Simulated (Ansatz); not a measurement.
Cuprite Cu2O, relaxed in Ansatz (plane waves) with several semilocal functionals. Each gives its own volume and its own elastic constant C11:

```csv
level,V0 (Å³/atom),elastic constant C11 (GPa),ln V0,ln C11
LDA,12.058,159.4,2.4897,5.0714
PBEsol,12.551,142.7,2.5298,4.9607
PBE,13.238,124.7,2.5831,4.8259
```

Task: Fit a straight line to ln C11 against ln V0. What does it predict for r²SCAN, whose volume is 12.755 Å³/atom?

Result: With x = ln V0 and y = ln C11: means 2.53420 and 4.95267; Σ(Δx Δy) = -0.01152, Σ(Δx²) = 0.004391, so the slope is -2.62. At x = 2.5459 the line gives y = 4.95267 + (-2.62) × (2.5459 − 2.53420) = 4.9220, or 137.3 GPa. The run with r²SCAN gives 139.0 GPa, +1.2 % from the line. The rows used scatter about it by up to 0.3 %, while the largest value lies 28 % above the smallest.

Measured: 123 ± 0.4 GPa (measured, room temperature, no zero-point or thermal correction; as tabulated in Rimmer et al. (2014), arXiv:1402.1026).

Ansatz's density-functional and Hartree–Fock values are scalar-relativistic unless marked +SOC, with PAW data made under PBE.

Ansatz is a first-principles code.
